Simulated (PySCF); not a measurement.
**SiO₂: breathing scan**

Level of theory: BP86 in PySCF with Si def2-TZVP, O def2-TZVP; no relativity; density-fitted integrals.

Rigid scan from the singlet minimum (Si–O 1.527 Å (×2); O–Si–O 180.0°). Coordinate: all bonds to the central atom scaled together. Energies in kJ/mol from the minimum.

```json
{"scale of all bonds to the centre": "0.88", "E (kJ/mol)": "252.7"}
{"scale of all bonds to the centre": "0.92", "E (kJ/mol)": "98.8"}
{"scale of all bonds to the centre": "0.96", "E (kJ/mol)": "21.8"}
{"scale of all bonds to the centre": "1.00", "E (kJ/mol)": "0.0"}
{"scale of all bonds to the centre": "1.04", "E (kJ/mol)": "17.1"}
{"scale of all bonds to the centre": "1.08", "E (kJ/mol)": "61.1"}
{"scale of all bonds to the centre": "1.14", "E (kJ/mol)": "158.5"}
{"scale of all bonds to the centre": "1.22", "E (kJ/mol)": "316.3"}
{"scale of all bonds to the centre": "1.35", "E (kJ/mol)": "579.5"}
```

At long bonds a restricted determinant can lie too high, and another spin state can fall below this curve.

Other isomers or separated fragments may lie lower.

The scan took about 40 core-seconds on a shared host.
